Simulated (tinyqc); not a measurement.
UHF in the sto-3g basis, for H2O+, spin multiplicity 2, step by step (part 3 of 3). Computed by tinyqc, a small Python program that keeps every step (integrals from PySCF). Command: `OMP_NUM_THREADS=1 python tinyqc.py 30901 30902 out.jsonl` (the two numbers bound the seeds that draw the settings). One thread of a shared host (Intel(R) Xeon(R) Processor @ 2.60GHz), about 0.1 s of CPU time with the checks.

Geometry (angstrom):
```
atom         x          y         z
O     0.000000   0.000000  0.000000
H     0.000000   0.810000  0.724000
H     0.000000  -0.870000  0.778000
```

## Iteration 19 (converged): orbitals

converged F(alpha) (hartree), order 1O 1s, 1O 2s, 1O 2px, 1O 2py, 1O 2pz, 2H 1s, 3H 1s:
$$\begin{pmatrix}
-20.977210 & -5.342703 & -0.000002 & -0.001411 & -0.022674 & -0.911696 & -0.753965 \\
-5.342703 & -3.060354 & -0.000010 & -0.011097 & -0.123403 & -1.033557 & -0.901218 \\
-0.000002 & -0.000010 & -1.065879 & 0.000002 & 0.000007 & -0.000002 & -0.000001 \\
-0.001411 & -0.011097 & 0.000002 & -0.928246 & -0.005381 & -0.470281 & 0.430688 \\
-0.022674 & -0.123403 & 0.000007 & -0.005381 & -0.951313 & -0.462375 & -0.424971 \\
-0.911696 & -1.033557 & -0.000002 & -0.470281 & -0.462375 & -0.789767 & -0.339742 \\
-0.753965 & -0.901218 & -0.000001 & 0.430688 & -0.424971 & -0.339742 & -0.699011
\end{pmatrix}$$

converged F(beta) (hartree), order 1O 1s, 1O 2s, 1O 2px, 1O 2py, 1O 2pz, 2H 1s, 3H 1s:
$$\begin{pmatrix}
-20.946383 & -5.298856 & -0.000002 & -0.001353 & -0.022332 & -0.902860 & -0.746566 \\
-5.298856 & -2.845536 & 0.000014 & -0.012391 & -0.099171 & -0.992329 & -0.868580 \\
-0.000002 & 0.000014 & -0.174865 & -0.000013 & -0.000052 & -0.000015 & -0.000006 \\
-0.001353 & -0.012391 & -0.000013 & -0.806575 & -0.014341 & -0.469789 & 0.434987 \\
-0.022332 & -0.099171 & -0.000052 & -0.014341 & -0.852907 & -0.460444 & -0.426712 \\
-0.902860 & -0.992329 & -0.000015 & -0.469789 & -0.460444 & -0.830049 & -0.337635 \\
-0.746566 & -0.868580 & -0.000006 & 0.434987 & -0.426712 & -0.337635 & -0.761395
\end{pmatrix}$$

X, order 1O 1s, 1O 2s, 1O 2px, 1O 2py, 1O 2pz, 2H 1s, 3H 1s:
$$\begin{pmatrix}
1.023512 & -0.135710 & 0.000000 & -0.000973 & -0.007507 & 0.019308 & 0.017047 \\
-0.135710 & 1.145347 & 0.000000 & 0.011807 & 0.071429 & -0.229491 & -0.188929 \\
0.000000 & 0.000000 & 1.000000 & 0.000000 & 0.000000 & 0.000000 & 0.000000 \\
-0.000973 & 0.011807 & 0.000000 & 1.061715 & 0.006048 & -0.170658 & 0.151200 \\
-0.007507 & 0.071429 & 0.000000 & 0.006048 & 1.041348 & -0.131379 & -0.111964 \\
0.019308 & -0.229491 & 0.000000 & -0.170658 & -0.131379 & 1.136908 & -0.069828 \\
0.017047 & -0.188929 & 0.000000 & 0.151200 & -0.111964 & -0.069828 & 1.105367
\end{pmatrix}$$

Diagonalise F' = X^T F X, C = X C', fill 5 alpha and 4 beta electrons from the bottom; D(s) = C_occ C_occ^T. Each column has its largest component positive (the first on a tie).

F' = X^T F X (alpha) (hartree):
$$\begin{pmatrix}
-20.600594 & -2.696933 & -0.000001 & -0.003050 & -0.042678 & -0.105898 & -0.069989 \\
-2.696933 & -1.995967 & -0.000010 & 0.010407 & 0.026662 & -0.425701 & -0.361292 \\
-0.000001 & -0.000010 & -1.065879 & 0.000003 & 0.000007 & -0.000001 & 0.000000 \\
-0.003050 & 0.010407 & 0.000003 & -0.758781 & 0.008557 & -0.372714 & 0.342279 \\
-0.042678 & 0.026662 & 0.000007 & 0.008557 & -0.836655 & -0.307252 & -0.274199 \\
-0.105898 & -0.425701 & -0.000001 & -0.372714 & -0.307252 & -0.348280 & -0.076005 \\
-0.069989 & -0.361292 & 0.000000 & 0.342279 & -0.274199 & -0.076005 & -0.349119
\end{pmatrix}$$

orbital energies (alpha) (hartree): MO1 -20.985768, MO2 -1.833284, MO3 -1.077168, MO4 -1.065879, MO5 -1.014736, MO6 -0.037418, MO7 0.058977

coefficients C (alpha), order 1O 1s, 1O 2s, 1O 2px, 1O 2py, 1O 2pz, 2H 1s, 3H 1s:
$$\begin{pmatrix}
0.994370 & -0.249755 & 0.015333 & -0.000005 & 0.073518 & 0.090704 & 0.041211 \\
0.024209 & 0.948862 & -0.078732 & 0.000027 & -0.358956 & -0.560456 & -0.271580 \\
0.000000 & 0.000010 & -0.000257 & 1.000000 & 0.000160 & 0.000000 & -0.000002 \\
0.000362 & 0.011777 & 0.771374 & 0.000213 & -0.100724 & 0.255363 & -0.713365 \\
0.003118 & 0.133476 & 0.090541 & -0.000113 & 0.837488 & -0.573882 & -0.250295 \\
-0.004785 & 0.085658 & 0.338793 & 0.000058 & 0.187693 & 0.411779 & 1.034374 \\
-0.004022 & 0.070124 & -0.281206 & -0.000114 & 0.251908 & 0.967004 & -0.464253
\end{pmatrix}$$

F' = X^T F X (beta) (hartree):
$$\begin{pmatrix}
-20.576268 & -2.682373 & -0.000004 & -0.002752 & -0.046069 & -0.105928 & -0.070123 \\
-2.682373 & -1.761872 & 0.000017 & 0.009337 & 0.065874 & -0.421824 & -0.358624 \\
-0.000004 & 0.000017 & -0.174865 & -0.000012 & -0.000051 & -0.000011 & -0.000005 \\
-0.002752 & 0.009337 & -0.000012 & -0.623303 & -0.000859 & -0.383768 & 0.357134 \\
-0.046069 & 0.065874 & -0.000051 & -0.000859 & -0.728213 & -0.315672 & -0.285856 \\
-0.105928 & -0.421824 & -0.000011 & -0.383768 & -0.315672 & -0.404649 & -0.073291 \\
-0.070123 & -0.358624 & -0.000005 & 0.357134 & -0.285856 & -0.073291 & -0.423451
\end{pmatrix}$$

orbital energies (beta) (hartree): MO1 -20.953301, MO2 -1.648601, MO3 -1.025114, MO4 -0.951208, MO5 -0.174865, MO6 -0.017221, MO7 0.077689

coefficients C (beta), order 1O 1s, 1O 2s, 1O 2px, 1O 2py, 1O 2pz, 2H 1s, 3H 1s:
$$\begin{pmatrix}
0.994986 & -0.237355 & 0.018195 & 0.090261 & -0.000013 & 0.096846 & 0.050240 \\
0.021657 & 0.890287 & -0.090929 & -0.438357 & 0.000072 & -0.574609 & -0.316481 \\
0.000000 & -0.000002 & 0.000022 & 0.000067 & 1.000000 & 0.000052 & 0.000029 \\
0.000331 & 0.015646 & 0.698980 & -0.087781 & -0.000005 & 0.332505 & -0.756517 \\
0.002860 & 0.131817 & 0.096199 & 0.791828 & -0.000014 & -0.615042 & -0.295790 \\
-0.004299 & 0.145550 & 0.404442 & 0.208418 & -0.000071 & 0.352409 & 1.021985 \\
-0.003611 & 0.123443 & -0.356955 & 0.309528 & -0.000051 & 0.952900 & -0.389359
\end{pmatrix}$$

D(alpha) after iteration 19, order 1O 1s, 1O 2s, 1O 2px, 1O 2py, 1O 2pz, 2H 1s, 3H 1s:
$$\begin{pmatrix}
1.056790 & -0.240508 & 0.000000 & 0.001841 & 0.032723 & -0.007158 & -0.007305 \\
-0.240508 & 1.035973 & -0.000001 & -0.013393 & -0.181024 & -0.012886 & -0.001844 \\
0.000000 & -0.000001 & 1.000000 & -0.000001 & -0.000001 & 0.000002 & -0.000001 \\
0.001841 & -0.013393 & -0.000001 & 0.605303 & -0.012941 & 0.243438 & -0.241464 \\
0.032723 & -0.181024 & -0.000001 & -0.012941 & 0.727409 & 0.199284 & 0.194856 \\
-0.007158 & -0.012886 & 0.000002 & 0.243438 & 0.199284 & 0.157369 & -0.041963 \\
-0.007305 & -0.001844 & -0.000001 & -0.241464 & 0.194856 & -0.041963 & 0.147468
\end{pmatrix}$$

D(beta) after iteration 19, order 1O 1s, 1O 2s, 1O 2px, 1O 2py, 1O 2pz, 2H 1s, 3H 1s:
$$\begin{pmatrix}
1.054812 & -0.230987 & 0.000007 & 0.001410 & 0.044780 & -0.012654 & -0.011449 \\
-0.230987 & 0.993505 & -0.000033 & -0.011141 & -0.238434 & 0.001351 & 0.006595 \\
0.000007 & -0.000033 & 0.000000 & 0.000010 & 0.000055 & 0.000023 & 0.000012 \\
0.001410 & -0.011141 & 0.000010 & 0.496524 & -0.000203 & 0.266677 & -0.274745 \\
0.044780 & -0.238434 & 0.000055 & -0.000203 & 0.653629 & 0.223112 & 0.227016 \\
-0.012654 & 0.001351 & 0.000023 & 0.266677 & 0.223112 & 0.228214 & -0.061874 \\
-0.011449 & 0.006595 & 0.000012 & -0.274745 & 0.227016 & -0.061874 & 0.238476
\end{pmatrix}$$

## Convergence

Stop when the energy changes by less than 1e-08 hartree and every element of the error matrix X^T (F D S - S D F) X (for each spin) is below 3e-05.

Course of the cycle:
```
iteration   E (hartree)     change  largest element of the error matrix
1          -59.77482766          -                             7.17e+00
2          -71.17992414  -1.14e+01                             1.35e+00
3          -73.88683531  -2.71e+00                             2.84e-01
4          -74.48832801  -6.01e-01                             5.61e-02
5          -74.61376140  -1.25e-01                             1.80e-02
6          -74.64056476  -2.68e-02                             1.48e-02
7          -74.64702244  -6.46e-03                             1.07e-02
8          -74.64887756  -1.86e-03                             4.97e-03
9          -74.64989797  -1.02e-03                             2.10e-03
10         -74.65025657  -3.59e-04                             7.96e-04
11         -74.65036146  -1.05e-04                             3.11e-04
12         -74.65038806  -2.66e-05                             1.59e-04
13         -74.65039418  -6.13e-06                             1.02e-04
14         -74.65039556  -1.38e-06                             7.51e-05
15         -74.65039588  -3.15e-07                             5.81e-05
16         -74.65039596  -8.10e-08                             3.99e-05
17         -74.65039599  -2.73e-08                             2.50e-05
18         -74.65039600  -1.14e-08                             1.39e-05
19         -74.65039601  -5.13e-09                             7.66e-06
```

PySCF UHF in the same basis, after a stability check = -74.65039601 hartree

Converged in 19 iterations.

## Populations, bond orders and dipole

overlap S, order 1O 1s, 1O 2s, 1O 2px, 1O 2py, 1O 2pz, 2H 1s, 3H 1s:
$$\begin{pmatrix}
1.000000 & 0.236704 & 0.000000 & 0.000000 & 0.000000 & 0.039669 & 0.032756 \\
0.236704 & 1.000000 & 0.000000 & 0.000000 & 0.000000 & 0.394118 & 0.348268 \\
0.000000 & 0.000000 & 1.000000 & 0.000000 & 0.000000 & 0.000000 & 0.000000 \\
0.000000 & 0.000000 & 0.000000 & 1.000000 & 0.000000 & 0.257860 & -0.234717 \\
0.000000 & 0.000000 & 0.000000 & 0.000000 & 1.000000 & 0.230482 & 0.209897 \\
0.039669 & 0.394118 & 0.000000 & 0.257860 & 0.230482 & 1.000000 & 0.196894 \\
0.032756 & 0.348268 & 0.000000 & -0.234717 & 0.209897 & 0.196894 & 1.000000
\end{pmatrix}$$

Mulliken: Z minus the diagonal of D S on the atom; Loewdin: the same with S^(1/2) D S^(1/2); Mayer order: 2 sum_s sum (D(s) S)_ij (D(s) S)_ji over the two atoms.

Charges (e):
```
atom  Mulliken   Loewdin  Mulliken spin
1O    0.164951  0.292947       1.188255
2H    0.411301  0.340527      -0.083802
3H    0.423748  0.366525      -0.104453
```

Mayer bond orders:
```
pair     order
2-1   0.819824
3-1   0.805542
3-2   0.003985
```

dipole moment about the origin, x y z (debye): [0.000063, -0.170913, 3.556017]

<S^2> of the determinant (pure state: 0.75) = 0.766213
